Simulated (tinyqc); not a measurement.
Extended Hueckel theory, for CO+, step by step. The parameters take no account of the charge, which enters only through the electron count. Computed by tinyqc, a small Python program that keeps every step (integrals from PySCF). Settings: charge = 1, K = 1.75, weighted = 1, multiplicity = 2. Command: `OMP_NUM_THREADS=1 python tinyqc.py 24028 24029 out.jsonl` (the two numbers bound the seeds that draw the settings). One thread of a shared host (Intel(R) Xeon(R) Processor @ 2.60GHz), about 0.01 s of CPU time with the checks.

## Overlaps

Geometry (angstrom):
```
atom         x         y         z
C     0.000000  0.000000  0.000000
O     0.000000  0.000000  1.240000
```

Parameters chosen for this run:
```
element  shell  Slater exponent   H_ii (eV)
O           2s         2.275000  -32.300000
O           2p         2.275000  -14.800000
C           2s         1.625000  -21.400000
C           2p         1.625000  -11.400000
```

Slater orbitals, each expanded in six Gaussians scaled to its exponent.

overlap S, lower triangle:
```
            1C 2s    1C 2px    1C 2py     1C 2pz     2O 2s    2O 2px    2O 2py    2O 2pz
1C 2s    1.000000
1C 2px   0.000000  1.000000
1C 2py   0.000000  0.000000  1.000000
1C 2pz   0.000000  0.000000  0.000000   1.000000
2O 2s    0.362748  0.000000  0.000000   0.448527  1.000000
2O 2px   0.000000  0.206236  0.000000   0.000000  0.000000  1.000000
2O 2py   0.000000  0.000000  0.206236   0.000000  0.000000  0.000000  1.000000
2O 2pz  -0.301448  0.000000  0.000000  -0.305805  0.000000  0.000000  0.000000  1.000000
```

## Wolfsberg-Helmholz matrix

diagonal H_ii (eV): 1C 2s -21.400000, 1C 2px -11.400000, 1C 2py -11.400000, 1C 2pz -11.400000, 2O 2s -32.300000, 2O 2px -14.800000, 2O 2py -14.800000, 2O 2pz -14.800000

K = 1.750000

H_ij = K' S_ij (H_ii + H_jj)/2 for i != j (the diagonal keeps H_ii), with K' = K + D^2 + D^4 (1 - K), D = (H_ii - H_jj)/(H_ii + H_jj), K = 1.75.

H (eV), lower triangle:
```
             1C 2s      1C 2px      1C 2py      1C 2pz       2O 2s      2O 2px      2O 2py      2O 2pz
1C 2s   -21.400000
1C 2px    0.000000  -11.400000
1C 2py    0.000000    0.000000  -11.400000
1C 2pz    0.000000    0.000000    0.000000  -11.400000
2O 2s   -17.433525    0.000000    0.000000  -19.007655  -32.300000
2O 2px    0.000000   -4.772894    0.000000    0.000000    0.000000  -14.800000
2O 2py    0.000000    0.000000   -4.772894    0.000000    0.000000    0.000000  -14.800000
2O 2pz    9.725220    0.000000    0.000000    7.077199    0.000000    0.000000    0.000000  -14.800000
```

## Orbitals

valence electrons = 9

Solve H C = S C e through S^(-1/2); fill by pairs from the bottom, a degenerate level sharing its electrons equally; each orbital has its largest coefficient positive (the first on a tie).

orbital energies (eV): -34.640238  -19.533578  -15.428366  -15.428366  -13.670299  -9.879370  -9.879370  25.661358

occupations: 2.000000  2.000000  2.000000  2.000000  1.000000  0.000000  0.000000  0.000000

coefficients:
```
             MO1        MO2       MO3        MO4        MO5        MO6        MO7        MO8
1C 2s   0.296371   0.709040  0.000000   0.000000   0.409169   0.000000   0.000000   0.837224
1C 2px  0.000000   0.000000  0.292045  -0.181603   0.000000  -0.581852   0.766552   0.000000
1C 2py  0.000000   0.000000  0.181603   0.292045   0.000000   0.766552   0.581852   0.000000
1C 2pz  0.124621  -0.326357  0.000000   0.000000  -0.505862   0.000000   0.000000   1.109245
2O 2s   0.801282  -0.312775  0.000000   0.000000   0.075649   0.000000   0.000000  -0.970310
2O 2px  0.000000   0.000000  0.739448  -0.459814   0.000000   0.323455  -0.426131   0.000000
2O 2py  0.000000   0.000000  0.459814   0.739448   0.000000  -0.426131  -0.323455   0.000000
2O 2pz  0.032795  -0.498624  0.000000   0.000000   0.732727   0.000000   0.000000   0.770454
```

sum of one-electron energies = -183.731396 eV

Within a degenerate level the vectors are fixed only up to a rotation; this is one choice.

## Mulliken analysis

P = C n C^T; charge = valence electrons (O 6, C 4) minus the sum of (P S)_ii on the atom; overlap population = 2 sum P_ij S_ij between two atoms.

charges: 1C 1.116503, 2O -0.116503

Overlap populations:
```
pair     value
2-1   1.123751
```
